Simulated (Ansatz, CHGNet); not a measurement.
Lattice constant a (Å) of solids drawn from the class of carbides, at two levels: the machine-learned potential CHGNet 0.3.0 (trained on PBE and PBE+U data), and PBE (Ansatz, a quantum-chemistry and plane-wave program, plane waves, PAW).

| solid | CHGNet 0.3.0 | PBE | shift (%) |
|---|---|---|---|
| rock-salt TiC | 4.333 | 4.333 | 0.00 |
| rock-salt ZrC | 4.721 | 4.709 | -0.25 |
| rock-salt TaC | 4.485 | 4.475 | -0.22 |
| antifluorite Be₂C | 4.332 | 4.328 | -0.09 |
| rock-salt NbC | 4.506 | 4.485 | -0.47 |
| rock-salt HfC | 4.650 | 4.651 | +0.02 |

The shifts run from -0.47 % to +0.02 %, with a median of -0.16 %.

Over all 6 rows PBE is the larger in 1.

Ansatz's runs of these crystals have no spin polarisation.

Spin–orbit coupling is left out, also for the solids with elements from indium on (rock-salt TaC, rock-salt HfC); its size isn't shown.

Ansatz's density-functional and Hartree–Fock values are scalar-relativistic unless marked +SOC, with PAW data made under PBE.
